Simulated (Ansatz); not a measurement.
The cluster C₂H₂, relaxed as a singlet with RKS PBE-D4/def2-TZVP in Ansatz, starting from the GFN2-xTB geometry. Force threshold 0.02 eV/Å.

The structure comes from a short search, and lower isomers may exist.

Start:

```xyz
4

C     0.409   -0.225   -0.372
C    -0.409    0.225    0.372
H     1.130   -0.620   -1.025
H    -1.130    0.620    1.025
```

```
step  energy (eV)  largest force component (eV/Å)  SCF passes
   1   -2102.1149                           0.792          23
   2   -2102.1418                           0.186          29
   3   -2102.1429                           0.004          30
```

Force components are those of the run's own axes.

End:

```tsv
atom	x (Å)	y (Å)	z (Å)
C1	0.414	-0.227	-0.376
C2	-0.414	0.227	0.376
H3	1.149	-0.631	-1.043
H4	-1.149	0.631	1.043
```

By distances, no bond broke or formed. The bond that changes most is C2–H4, from 1.05 to 1.07 Å (atoms count from 1).

No frequencies were taken in this run, so the end may be a saddle point.

Hardware: 4 threads of Arm Neoverse V1 on a shared host. Wall time 1.1 s.
